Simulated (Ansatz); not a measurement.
Basis sets compared for (H3Si)2S (Si2H6S). Total charge 0; singlet. Geometry PBE-D4/def2-TZVP. Ansatz on 2 threads of Arm Neoverse V2 on a shared host; times are rough, and most runs start from earlier orbitals.

```xyz
9

Si   -0.723    0.709   -1.265
H    -1.868    1.029   -0.359
H    -0.914   -0.670   -1.811
H    -0.666    1.697   -2.382
S     1.153    0.874   -0.227
Si    0.802   -0.650    1.250
H     0.585   -1.981    0.606
H    -0.394   -0.320    2.086
H     2.025   -0.689    2.103
```

Binding counts from free atoms (Si triplet, H doublet, S triplet) in the same basis, without a counterpoise term.

```json
{"level": "PBE-D4/def2-SVP", "functions": "84", "energy (Eh)": "-980.0239", "HOMO (eV)": "-6.24", "LUMO (eV)": "-0.84", "binding per atom (eV)": "2.97", "wall time": "0.8 s"}
{"level": "PBE0-D4/def2-SVP", "functions": "84", "energy (Eh)": "-980.1246", "HOMO (eV)": "-7.47", "LUMO (eV)": "0.01", "binding per atom (eV)": "2.97", "wall time": "1.1 s"}
```

Estimate the rows for PBE-D4/def2-TZVP, PBE0-D4/def2-TZVP.


| level | functions | energy (Eh) | HOMO (eV) | LUMO (eV) | binding per atom (eV) | wall time |
| --- | --- | --- | --- | --- | --- | --- |
| PBE-D4/def2-TZVP | 147 | -980.3729 | -6.35 | -1.11 | 3.00 | 1.4 s |
| PBE0-D4/def2-TZVP | 147 | -980.4699 | -7.53 | -0.26 | 3.00 | 1.8 s |
